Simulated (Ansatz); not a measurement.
# Cu: frozen-core PAW against all-electron methods

```yaml
crystal:
  lattice:
    - [0.00000, 1.81488, 1.81488]
    - [1.81488, 0.00000, 1.81488]
    - [1.81488, 1.81488, 0.00000]
  atoms:
    - { symbol: Cu, position: [0.00000, 0.00000, 0.00000] }
```

The conventional cell has a = 3.630 Å, b = 3.630 Å, c = 3.630 Å, α = 90.00°, β = 90.00°, γ = 90.00°. Cu (atom 1) has 12 Cu at 2.57 Å as nearest neighbours.

The structure comes from a relaxation in the same program, started in the fcc type, and has space group Fm-3m. Whether it is a known phase or the ground state wasn't checked.

All numbers are computed: DFT, LDA, PAW with Ansatz's default frozen-core files, scalar-relativistic (Ansatz 0.2.0); DFT, LDA, all-electron LAPW, scalar-relativistic (Ansatz 0.2.0).

For PAW: a Γ-centred 20×20×20 k mesh, Fermi–Dirac smearing of 0.03 eV, cutoff 420 eV, no spin polarisation; the PAW files were made with PBE, and the program remakes their frozen cores for this functional. LAPW targets a basis error of 0.5 meV/atom. The Ansatz runs share mesh, smearing and spin set-up. Plane-wave (PAW) pressures include the program's estimate of the Pulay term.

Stress and pressure are positive in compression.

Levels count from the Fermi level.

PAW results:

```tsv
quantity	PAW
pressure (GPa)	-13.98
highest filled level at L (eV)	-0.950
lowest empty level at L (eV)	3.682
highest filled level at X (eV)	-1.429
lowest empty level at X (eV)	1.487
highest filled level at W (eV)	-1.428
lowest empty level at W (eV)	6.157
```

Q: What does LAPW (all electrons) give for the same quantities?

A: 
```csv
quantity,LAPW
pressure (GPa),-14.01
highest filled level at L (eV),-0.948
lowest empty level at L (eV),3.681
highest filled level at X (eV),-1.429
lowest empty level at X (eV),1.488
highest filled level at W (eV),-1.428
lowest empty level at W (eV),6.160
```
